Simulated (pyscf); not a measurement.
Thermochemistry of product channels of F–N(F)–F (SMILES FN(F)F) + GeH₄ (SMILES [GeH4]) on the singlet surface, in kcal/mol, from CCSD(T)/def2-TZVPP + ΔMP2(QZVPP) energies (ideal gas, 1 atm, RRHO with modes under 100 cm⁻¹ raised to 100, one conformer, R ln 2 for rigid chiral ones). Structures and frequencies: ωB97X-D3(BJ)/def2-SVP in PySCF. Correlated levels are frozen-core, on RHF or UHF. ΔMP2 is the change of the MP2 total energy from the triple- to the quadruple-zeta basis.

| products | ΔE | ΔH(298 K) | ΔG(298 K) | ΔG(900 K) |
|---|---|---|---|---|
| F–GeH₃ (SMILES [F][GeH3]) + F–NH–F (SMILES FNF) | -60.5 | -57.5 | -59.4 | -63.0 |
| HF (SMILES F) + F–N(F)–GeH₃ (SMILES F[N](F)[GeH3]) | -45.1 | -43.8 | -44.8 | -47.9 |

These are energies of the channels, which say nothing of barriers. F–N(F)–GeH₃ lies 158.8 kcal/mol over its isomer H₂N–GeH(F)–F, and others may lie lower still (electronic energy, ωB97M-D3(BJ)). The CCSD(T) − MP2 part came from Ansatz, without density fitting, on the same reference. The frozen core leaves the outer d or s,p core shells of the metals and heavy elements correlated in the MP2 and CC values, and def2-TZVPP describes them poorly, which can shift differences by a few kcal/mol. Elements up to Kr have no core potential and no relativistic terms here.
